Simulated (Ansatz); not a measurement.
# BH₅OSi (built from SMILES OB[SiH3]): single points off equilibrium

The task here is to estimate one member of a computed series from the others.

Program: Ansatz 0.2.0, Gaussian basis. Level of theory: single points in def2-TZVPP. These are calculated values, not measurements.

Cores are frozen in the correlated methods.

**Starting geometry**

8 atoms, charge 0, spin multiplicity 1.

Atoms are counted from 1 here; the program's logs count them from 0.

Bond lengths: B1–O3 1.402 Å, B1–H5 1.131 Å, Si2–H6 1.361 Å, Si2–H7 1.309 Å, O3–H4 1.042 Å. Angles: O3–B1–H5 140.4°, H6–Si2–H7 133.4°, B1–O3–H4 93.8°.

Coordinates:

```tsv
atom	x (Å)	y (Å)	z (Å)
B1	-1.05760	-0.52550	-0.83470
Si2	0.82720	0.72720	0.08700
O3	-0.77330	-1.49460	0.13730
H4	-0.02970	-0.92180	0.59020
H5	-1.73470	-0.35520	-1.72410
H6	1.55320	-0.40070	0.31570
H7	1.13550	1.92150	-0.35020
H8	-0.10850	0.91550	1.51800
```

Set-up of the first run:

Input file run/in.yaml:

```yaml
crystal:
  periodic: [false, false, false]
  atoms:
    - {symbol: B, position_ang: [-1.057600, -0.525500, -0.834700]}
    - {symbol: Si, position_ang: [0.827200, 0.727200, 0.087000]}
    - {symbol: O, position_ang: [-0.773300, -1.494600, 0.137300]}
    - {symbol: H, position_ang: [-0.029700, -0.921800, 0.590200]}
    - {symbol: H, position_ang: [-1.734700, -0.355200, -1.724100]}
    - {symbol: H, position_ang: [1.553200, -0.400700, 0.315700]}
    - {symbol: H, position_ang: [1.135500, 1.921500, -0.350200]}
    - {symbol: H, position_ang: [-0.108500, 0.915500, 1.518000]}
basis:
  gaussian: {orbitals: def2-TZVPP}
correlation: {method: ccsd_t}
output: {forces: true}
```

The command line of these runs was not kept.

Steps of the session up to this table: CCSD(T)/def2-TZVPP; PBE0-D4/def2-TZVPP; wB97M-V/def2-TZVPP; r2SCAN-D4/def2-TZVPP; PBE-D4/def2-TZVPP; wB97X-V/def2-TZVPP; SPW92/def2-TZVPP.

One table of the session follows, with a row left open; its other results are not shown here.

```
   method  RMS force component (eV/Å)  angle to CCSD(T) forces (°)  dipole (D)
  CCSD(T)                       2.402                    reference        1.44
  PBE0-D4                           ?                            ?           ?
  wB97M-V                       2.409                          2.8        1.50
r2SCAN-D4                       2.378                          3.0        1.33
   PBE-D4                       2.296                          5.9        1.24
  wB97X-V                       2.494                          1.7        1.54
    SPW92                       2.383                          9.0        1.27
```

Estimate the missing values for PBE0-D4.

As computed: RMS force component (eV/Å): 2.429; angle to CCSD(T) forces (°): 3.8; dipole (D): 1.41. In the column «RMS force component (eV/Å)» it lies between wB97M-V (2.409) and wB97X-V (2.494).
